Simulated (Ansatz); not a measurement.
# H3S+ (sulfonium) at 6 levels

We compute a comparison of 6 runs (r2SCAN/3-21G, r2SCAN/6-31G, r2SCAN0/3-21G, r2SCAN0/6-31G, wB97M-V/6-31G, BCCD(T)/3-21G) of H3S+ (sulfonium). 

Program for the calculation: Ansatz 0.2.0.

9 further runs of the same task are left out: 7 that didn't finish, 2 set aside as unsound or not needed.

## 1. The molecule

The species is H3S+ (4 atoms), meant as a singlet with charge +1. SMILES: `[SH3+]`. The H2–S1 distance was set to 2.711 Å, away from the relaxed value. At this shape a bond of the SMILES string is far longer than usual.

Bond lengths: S1–H3 1.355 Å, S1–H4 1.355 Å. Angles: H3–S1–H4 93.7°.

## 2. The energy at r2SCAN/3-21G (run 1)

The input, molecule.yaml:

```yaml
crystal:
  periodic: [false, false, false]
  atoms:
    - {symbol: S, position_ang: [-0.244798, -0.482753, -1.626289]}
    - {symbol: H, position_ang: [0.848020, 0.280920, 0.734350]}
    - {symbol: H, position_ang: [-1.040568, -1.419773, -1.055309]}
    - {symbol: H, position_ang: [-1.201918, 0.476077, -1.593779]}
basis:
  gaussian: {orbitals: 3-21G.json}
hamiltonian: {xc: {name: r2SCAN}}
total_charge: 1
accuracy: high
```

The basis set 3-21G is read from a file made from the Basis Set Exchange's data (not shown).

Started as:

```console
$ ansatz run molecule.yaml --threads 1 --pin off --max-ram 2610MiB --events-out events.jsonl --progress --plain --runs-dir runs
```

Log:

```text
Warning: RAYON_NUM_THREADS=1 ignored (pool sized by the plan → 1); use --threads N
Functional definition: r2SCAN
  name "r2SCAN"
  parameter k0 = 0.174
  parameter k1 = 0.065
  parameter a1 = 4.9479
  exchange = r2scan_x(k0 = k0, k1 = k1, a1 = a1)
  correlation = r2scan_c
356 factors; integrals over basis functions are off by at most 3.9e-9 eV
mean field evaluation 1: about -10809.5356 eV, gradient 3.6e1 eV
mean field evaluation 2: about -10790.4385 eV, gradient 6.4e1 eV
mean field evaluation 4: about -10807.0923 eV, gradient 3.6e1 eV
mean field evaluation 8: about -10813.7909 eV, gradient 1.1e1 eV
mean field evaluation 16: about -10815.7634 eV, gradient 1.1e-6 eV
mean field -10815.76343234 eV, -397.4719749506 hartree, gradient 6.3e-9 eV, S^2 0.000000; 0 other end points of the search recorded, 0 dependent functions left out
reference -10815.76343271 eV, -397.4719749644 hartree; 9, 9 occupied and 10, 10 virtual orbitals, 356 factors
Total energy: -10815.76343271 eV, -397.4719749644 hartree
```

It took 1.6 s on 1 thread of Arm Neoverse V2, shared host; peak memory 0.1 GiB.

## 3. The energy at r2SCAN/6-31G (run 2)

The input, input.yaml:

```yaml
crystal:
  periodic: [false, false, false]
  atoms:
    - symbol: S
      position_ang: [-0.244798, -0.482753, -1.626289]
    - symbol: H
      position_ang: [0.848020, 0.280920, 0.734350]
    - symbol: H
      position_ang: [-1.040568, -1.419773, -1.055309]
    - symbol: H
      position_ang: [-1.201918, 0.476077, -1.593779]
basis:
  gaussian:
    orbitals: 6-31G
total_charge: 1
hamiltonian:
  xc: {name: r2SCAN}
accuracy: high
```

Started as:

```console
$ ansatz run input.yaml --threads 1 --pin off --max-ram 2610MiB --events-out events.jsonl --progress --plain --runs-dir runs
```

Log (excerpt; [...] marks lines left out):

```text
Warning: RAYON_NUM_THREADS=1 ignored (pool sized by the plan → 1); use --threads N
[... 7 set-up lines as earlier in the session ...]
403 factors; integrals over basis functions are off by at most 4.0e-9 eV
mean field evaluation 1: about -10862.8638 eV, gradient 3.3e1 eV
mean field evaluation 2: about -10844.0905 eV, gradient 6.2e1 eV
mean field evaluation 4: about -10861.1933 eV, gradient 3.4e1 eV
mean field evaluation 8: about -10867.4294 eV, gradient 1.0e1 eV
mean field evaluation 16: about -10869.2099 eV, gradient 1.4e-6 eV
mean field -10869.20989821 eV, -399.4360963441 hartree, gradient 2.0e-8 eV, S^2 0.000000; 0 other end points of the search recorded, 0 dependent functions left out
reference -10869.20989866 eV, -399.4360963608 hartree; 9, 9 occupied and 10, 10 virtual orbitals, 403 factors
Total energy: -10869.20989866 eV, -399.4360963608 hartree
```

Run time: 1.6 s. Hardware: 1 thread of Arm Neoverse V2, shared host; peak memory 0.1 GiB.

Runs 3 to 5 aren't shown in full; the table further down has their settings and results.

## 4. The energy at BCCD(T)/3-21G (run 6)

The input, job.yaml:

```yaml
crystal:
  periodic: [false, false, false]
  atoms:
    - symbol: S
      position_ang: [-0.244798, -0.482753, -1.626289]
    - symbol: H
      position_ang: [0.848020, 0.280920, 0.734350]
    - symbol: H
      position_ang: [-1.040568, -1.419773, -1.055309]
    - symbol: H
      position_ang: [-1.201918, 0.476077, -1.593779]
basis:
  gaussian:
    orbitals: 3-21G.json
total_charge: 1
correlation:
  method: bccd_t
  frozen_orbitals: {H: 0, S: 5}
accuracy: high
scf:
  omitted_lower_state_checks: [cluster_reference, increment]
```

The basis set 3-21G is read from a file made from the Basis Set Exchange's data (not shown).

Started as:

```console
$ ansatz run job.yaml --threads 1 --pin off --max-ram 2610MiB --events-out events.jsonl --progress --plain --runs-dir runs
```

Log:

```text
Warning: RAYON_NUM_THREADS=1 ignored (pool sized by the plan → 1); use --threads N
[... 11 lines left out ...]
5 core orbitals not correlated: weight in the atoms' cores, before any rotation towards them, 1.000 or more for the frozen orbitals, at most 0.000 for the correlated occupied ones
[... 31 lines left out ...]
WARN: these amplitudes may be one of several solutions (largest doubles amplitude 0.46, level shift 1.54 eV)
Total energy: -10801.15621068 eV, -396.9351694560 hartree
Checks for a lower state left out: cluster_reference, increment
```

Wall time 0.16 s (1 thread of Arm Neoverse V2, shared host).

## 5. Overview of the runs

```tsv
run	level	frozen core orbitals	energy (Eh)	wall time
1	r2SCAN/3-21G	–	-397.471975	1.6 s
2	r2SCAN/6-31G	–	-399.436096	1.6 s
3	r2SCAN0/3-21G	–	-397.462379	1.4 s
4	r2SCAN0/6-31G	–	-399.417030	1.4 s
5	wB97M-V/6-31G	–	-399.417991	7.5 s
6	BCCD(T)/3-21G	5	-396.935169	0.16 s
```

## 6. Outcome

| quantity | value |
| --- | --- |
| run 6: total energy | -396.93517 Eh |
| run 6: correlation energy (5 core orbitals frozen) | -137.6 mEh |
| run 6: (T) correction | -2.83 mEh |

**Reading.** Totals of different functionals can't be ranked against each other. In run 6 the log says that unrestricted orbitals would lower the reference, so the values rest on an unstable closed-shell determinant (other closed-shell runs at this shape may share the fault). All runs together took 14 s, the longest 7.5 s.
